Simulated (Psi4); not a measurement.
# HBS (SMILES B=S) at B3LYP/cc-pCVTZ (sweep point 4)

What is the vertical ionisation energy of HBS at B3LYP/cc-pCVTZ (sweep point 4)? 

Program for the calculation: Psi4 1.11.

### Step 1. The molecule

The species is HBS (3 atoms), meant as a singlet with charge 0. As SMILES, `B=S`. The coordinates come from a GFN2-xTB relaxation.

Bond lengths: B1–S2 1.592 Å, B1–H3 1.144 Å. Angles: S2–B1–H3 179.9°.

### Step 2. A single-point energy at B3LYP/cc-pCVTZ (sweep point 4)

File input.inp:

```
memory 1.6 GB

molecule system {
  B     -0.07753546    -0.03042459     0.26936156
  S      0.74704653     0.27686377    -2.60717955
  H     -0.66952997    -0.24643918     2.33779909
  units au
  symmetry c1
}

set puream true
set scf_type pk
set dft_radial_points 99
set dft_spherical_points 590

energy_value = energy("b3lyp/cc-pCVTZ")
```

The run is started by

```sh
psi4 input.inp input.out -n 1
```

input.out:

```text
Psi4 1.11 release

   => Loading Basis Set <=

    Name: CC-PCVTZ
    Role: ORBITAL
    Keyword: BASIS

         ---------------------------------------------------------
                                   SCF
                              RKS Reference
                        1 Threads,   1525 MiB Core
         ---------------------------------------------------------

  ==> Geometry <==

    Molecular point group: c1
    Full point group: Cs

    Geometry (in Bohr), charge = 0, multiplicity = 1:

       Center              X                  Y                   Z               Mass
    ------------   -----------------  -----------------  -----------------  -----------------
         B           -2.125252054283    -0.222031993243     0.000000000000    11.009305360000
         S            0.866612141702     0.090376368887    -0.000000000000    31.972071174400
         H           -4.276373482185    -0.441645792667     0.000000000000     1.007825032230

  Running in c1 symmetry.

  Rotational constants: A = 3101959.51148  B =      0.64614  C =      0.64614 [cm^-1]
  Rotational constants: A = 92994406656.42033  B =  19370.79458  C =  19370.79054 [MHz]
  Nuclear repulsion =   32.001458650021128

  Charge       = 0
  Multiplicity = 1
  Electrons    = 22
  Nalpha       = 11
  Nbeta        = 11

  ==> Algorithm <==

  SCF Algorithm Type is PK.
  DIIS enabled.
  MOM disabled.
  Fractional occupation disabled.
  Guess Type is SAD.
  Energy threshold   = 1.00e-06
  Density threshold  = 1.00e-06
  Integral threshold = 1.00e-12

  ==> Primary Basis <==

  Basis Set: CC-PCVTZ
    Blend: CC-PCVTZ
    Number of shells: 40
    Number of basis functions: 116
    Number of Cartesian functions: 133
    Spherical Harmonics?: true
    Max angular momentum: 3

  ==> DFT Potential <==

   => LibXC <=

    Version 7.1.2

   => Composite Functional: B3LYP <=

    B3LYP Hyb-GGA Exchange-Correlation Functional

    Deriv               =              1
    GGA                 =           TRUE
    Meta                =          FALSE

    Exchange Hybrid     =           TRUE
    MP2 Hybrid          =          FALSE

   => Exchange Functionals <=

    0.0800   Slater exchange
    0.7200         Becke 88

   => Exact (HF) Exchange <=

    0.2000               HF

   => Correlation Functionals <=

    0.1900   Vosko, Wilk & Nusair (VWN5_RPA)
    0.8100   Lee, Yang & Parr

   => LibXC Density Thresholds  <==

    XC_HYB_GGA_XC_B3LYP:  1.00E-15

   => Molecular Quadrature <=

    Radial Scheme          =       TREUTLER
    Pruning Scheme         =           NONE
    Nuclear Scheme         =       TREUTLER

    Blocking Scheme        =         OCTREE
    BS radius alpha        =              1
    Pruning alpha          =              1
    Radial Points          =             99
    Spherical Points       =            590
    Total Points           =         166560
    Total Blocks           =           1306
    Max Points             =            256
    Max Functions          =            116
    Weights Tolerance      =       1.00E-15

  ==> Integral Setup <==

  Using in-core PK algorithm.
   Calculation information:
      Number of atoms:                   3
      Number of AO shells:              40
      Number of primitives:            106
      Number of atomic orbitals:       133
      Number of basis functions:       116

      Integral cutoff                 1.00e-12
      Number of threads:                 1

  Performing in-core PK
  Using 46056582 doubles for integral storage.
  We computed 313713 shell quartets total.
  Whereas there are 336610 unique shell quartets.

  ==> DiskJK: Disk-Based J/K Matrices <==

    J tasked:                  Yes
    K tasked:                  Yes
    wK tasked:                  No
    Memory [MiB]:             1029
    Schwarz Cutoff:          1E-12

  Cached 25.0% of DFT collocation blocks in 0.104 [GiB].

  Minimum eigenvalue in the overlap matrix is 1.0008155364E-03.
  Reciprocal condition number of the overlap matrix is 2.0597843858E-04.
    Using symmetric orthogonalization.

  ==> Pre-Iterations <==

  SCF Guess: Superposition of Atomic Densities via on-the-fly atomic UHF (no occupation information).

   -------------------------
    Irrep   Nso     Nmo
   -------------------------
     A        116     116
   -------------------------
    Total     116     116
   -------------------------

  ==> Iterations <==

                        Total Energy        Delta E     RMS |[F,P]|

   @RKS iter SAD:  -423.27645448756925   -4.23276e+02   0.00000e+00
   @RKS iter   1:  -423.59256467418550   -3.16110e-01   4.63038e-03 DIIS/ADIIS
   @RKS iter   2:  -423.56811908798016    2.44456e-02   4.29370e-03 DIIS/ADIIS
   @RKS iter   3:  -423.67495539163093   -1.06836e-01   1.90556e-03 DIIS/ADIIS
   @RKS iter   4:  -423.70237847525487   -2.74231e-02   3.42404e-04 DIIS/ADIIS
   @RKS iter   5:  -423.70328362733375   -9.05152e-04   6.04426e-05 DIIS
   @RKS iter   6:  -423.70331427938487   -3.06521e-05   7.36237e-06 DIIS
   @RKS iter   7:  -423.70331477495660   -4.95572e-07   4.03990e-07 DIIS
  Energy and wave function converged.

  ==> Post-Iterations <==

   Electrons on quadrature grid:
      Ntotal   =   21.9999999815 ; deviation = -1.852e-08

    Orbital Energies [Eh]
    ---------------------

    Doubly Occupied:

       1A    -88.848971     2A     -7.934136     3A     -6.804162
       4A     -5.892681     5A     -5.892671     6A     -5.892669
       7A     -0.733746     8A     -0.490672     9A     -0.386526
      10A     -0.303898    11A     -0.303898

    Virtual:

      12A     -0.050082    13A     -0.050082    14A      0.052244
      15A      0.123994    16A      0.146594    17A      0.169302
      18A      0.170286    19A      0.170288    20A      0.295265
      21A      0.295265    22A      0.319322    23A      0.319324
      24A      0.343047    25A      0.378610    26A      0.378612
      27A      0.452775    28A      0.495836    29A      0.495836
      30A      0.660813    31A      0.670804    32A      0.670805
      33A      0.864270    34A      0.895163    35A      1.014337
      36A      1.132162    37A      1.132164    38A      1.216827
      39A      1.216827    40A      1.354545    41A      1.411923
      42A      1.411925    43A      1.422422    44A      1.422422
      45A      1.509873    46A      1.509873    47A      1.555655
      48A      1.574024    49A      1.574024    50A      1.670664
      51A      1.705293    52A      1.705297    53A      1.796095
      54A      1.796095    55A      1.804420    56A      1.804420
      57A      1.915382    58A      1.915382    59A      2.145445
      60A      2.145446    61A      2.260844    62A      2.260930
      63A      2.269695    64A      2.380157    65A      2.521943
      66A      2.646902    67A      2.786670    68A      2.786684
      69A      3.243506    70A      3.528882    71A      3.528882
      72A      3.531061    73A      4.061047    74A      4.061048
      75A      4.613907    76A      4.613907    77A      4.725680
      78A      5.008425    79A      8.064476    80A      8.064477
      81A      8.246518    82A      8.246519    83A      8.574789
      84A      9.876727    85A      9.876730    86A     10.266536
      87A     10.266538    88A     10.657620    89A     10.990524
      90A     11.399914    91A     14.425418    92A     30.806530
      93A     30.806530    94A     30.811683    95A     30.811688
      96A     30.825277    97A     30.825277    98A     30.831296
      99A     36.212742   100A     36.212743   101A     36.257266
     102A     36.257267   103A     36.402293   104A     38.255172
     105A     38.255178   106A     38.348288   107A     38.348289
     108A     38.534467   109A     45.816405   110A     45.816407
     111A     46.370991   112A     54.731936   113A     54.731938
     114A     55.665383   115A     58.767407   116A     84.677090

    Final Occupation by Irrep:
              A
    DOCC [    11 ]
    NA   [    11 ]
    NB   [    11 ]

  @RKS Final Energy:  -423.70331477495660

   => Energetics <=

    Nuclear Repulsion Energy =             32.0014586500211280
    One-Electron Energy =                -647.1434726204438448
    Two-Electron Energy =                 215.7104990781406855
    DFT Exchange-Correlation Energy =     -24.2717998826746140
    Empirical Dispersion Energy =           0.0000000000000000
    VV10 Nonlocal Energy =                  0.0000000000000000
    Total Energy =                       -423.7033147749565956

Computation Completed

Properties will be evaluated at   0.000000,   0.000000,   0.000000 [a0]

Properties computed using the SCF density matrix

 Multipole Moments:

 ------------------------------------------------------------------------------------
     Multipole            Electronic (a.u.)      Nuclear  (a.u.)        Total (a.u.)
 ------------------------------------------------------------------------------------

 L = 1.  Multiply by 2.5417464519 to convert [e a0] to [Debye]
 Dipole X            :          0.5064403           -1.0368395           -0.5303992
 Dipole Y            :          0.0504593           -0.1057839           -0.0553245
 Dipole Z            :         -0.0000000            0.0000000           -0.0000000
 Magnitude           :                                                    0.5332768

 ------------------------------------------------------------------------------------

	total time  =         11 seconds =       0.18 minutes

    Psi4 run time: 0:00:11.12
```

Run time: 13 s. Hardware: 1 thread of AMD EPYC 7R43 (Zen 3), shared host; peak memory 0.86 GiB.

[end of part 1 of 2]
